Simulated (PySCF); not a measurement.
# H3NO (hydroxylamine): M06-2X/STO-6G

What is the vertical ionisation energy of H3NO (hydroxylamine) at M06-2X/STO-6G? The job is set up through a Python script.

The calculation is run with PySCF 2.14.0.

8 further runs of the same task are left out: 8 set aside as unsound or not needed.

### Step 1. The system as given

H3NO: 5 atoms, total charge 0, spin state singlet. SMILES: `NO`. Geometry: relaxed at PBE0-D4/def2-TZVP. This is one conformer, not always the lowest.

Bond lengths: N1–O2 1.422 Å, N1–H3 1.016 Å, N1–H4 1.016 Å, O2–H5 0.960 Å. Angles: N1–O2–H5 102.8°, O2–N1–H3 104.5°, O2–N1–H4 104.5°, H3–N1–H4 106.0°.

### Step 2. A single-point energy at M06-2X/STO-6G

File input.py:

```python
from pyscf import gto, dft

mol = gto.M(
    atom=[
    ('N', (-0.165120, -0.361290, -0.321170)),
    ('O', (0.364460, 0.666040, 0.508060)),
    ('H', (-0.162690, -1.190020, 0.266770)),
    ('H', (-1.141650, -0.109840, -0.446210)),
    ('H', (1.105010, 0.995100, -0.007440)),
],
    basis='sto-6g',
    verbose=4,
    charge=0,
    max_memory=1860,
)

calc0 = dft.RKS(mol, xc='m06-2x')
calc0.conv_tol = 1e-10
calc0.grids.level = 5
calc0.kernel()
if not calc0.converged:
    calc0 = calc0.newton().run(calc0.mo_coeff, calc0.mo_occ)

etot = calc0.e_tot
print('E = %.10f Eh' % etot)
```

The run is started by

```sh
$ OMP_NUM_THREADS=1 python input.py
```

The program printed:

```text
PySCF version 2.14.0

[... 70 lines left out ...]
converged SCF energy = -131.122906492683
E = -131.1229064927 Eh
```

Wall time 2.9 s (1 thread of Arm Neoverse V1, shared host); peak memory 0.18 GiB.

### Step 3. The doublet cation, same level

File mol.xyz:

```xyz
5
H3NO
N     -0.165120    -0.361290    -0.321170
O      0.364460     0.666040     0.508060
H     -0.162690    -1.190020     0.266770
H     -1.141650    -0.109840    -0.446210
H      1.105010     0.995100    -0.007440
```

File calc.py:

```python
from pyscf import gto, dft

system = gto.M(
    atom='mol.xyz',
    max_memory=1860,
    verbose=3,
    charge=1,
    spin=1,
    basis='sto-6g',
)

mf = dft.UKS(system)
mf.xc = 'm06-2x'
mf.conv_tol = 1e-10
mf.grids.level = 5
mf.kernel()
if not mf.converged:
    mf = mf.newton().run(mf.mo_coeff, mf.mo_occ)

energy = mf.e_tot
print('Final energy', energy)
```

The run is started by

```sh
$ OMP_NUM_THREADS=1 python calc.py
```

The program printed:

```text
WARN: HOMO -0.257642453975084 >= LUMO -0.257642453975087

converged SCF energy = -130.80667134734  <S^2> = 0.75354772  2S+1 = 2.0035446
Final energy -130.8066713473402
```

Run time: 6.6 s. Hardware: 1 thread of Arm Neoverse V1, shared host; peak memory 0.19 GiB.

### Step 4. Results

At M06-2X/STO-6G:

| quantity | value |
| --- | --- |
| singlet H3NO: total energy | -131.12291 Eh |
| singlet H3NO: dipole moment | 0.40 D |
| singlet H3NO: HOMO energy | -5.95 eV |
| singlet H3NO: LUMO energy | 9.59 eV |
| singlet H3NO: HOMO–LUMO gap | 15.54 eV |
| doublet cation: total energy | -130.80667 Eh |
| doublet cation: HOMO energy (highest over α and β) | -17.37 eV |
| doublet cation: LUMO energy (lowest over α and β) | -11.24 eV |
| doublet cation: ⟨S²⟩ | 0.754 |
| vertical ionisation energy (to the doublet cation) | 8.605 eV |

What this shows: The vertical ionisation energy comes to 8.61 eV (830 kJ/mol). −ε(HOMO) before ionisation, 5.95 eV, is 2.65 eV below this ionisation energy. In a minimal basis such a difference can be off by several eV, whatever the method. Mulliken charges (singlet H3NO) run from -0.34 on N1 to +0.22 on H5.
